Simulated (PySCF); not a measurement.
C₂H₆O. Atoms are numbered in the order given.

```xyz
9

C     -1.2026     0.1412     0.2462
C      0.0688    -0.4315    -0.3570
O      1.2325     0.3079     0.0027
H     -2.0772    -0.4203    -0.0908
H     -1.3277     1.1856    -0.0433
H     -1.1760     0.0895     1.3383
H      0.1808    -1.4866    -0.0769
H      0.0264    -0.3871    -1.4462
H      1.3164     0.2972     0.9623
```

Geometry optimised at B3LYP-D3(BJ)/def2-TZVP. Other conformers were not sampled.

Method: ωB97X/def2-TZVPD in PySCF.

The molecule is in vacuum.

```json
{
 "total_energy": "-155.06323 hartree",
 "highest_occupied_level": "-10.42 eV",
 "lowest_empty_level": "1.96 eV",
 "orbital_gap": "12.37 eV",
 "dipole_moment": "1.75 D",
 "quadrupole, principal values (traceless, Buckingham form, about the centre of nuclear charge)": "-4.66, -0.30, 4.95 D·Å",
 "mean_static_polarisability": "33.1 bohr³ (4.90 Å³)",
 "polarisability_principal_values": "30.8, 33.0, 35.5 bohr³"
}
```
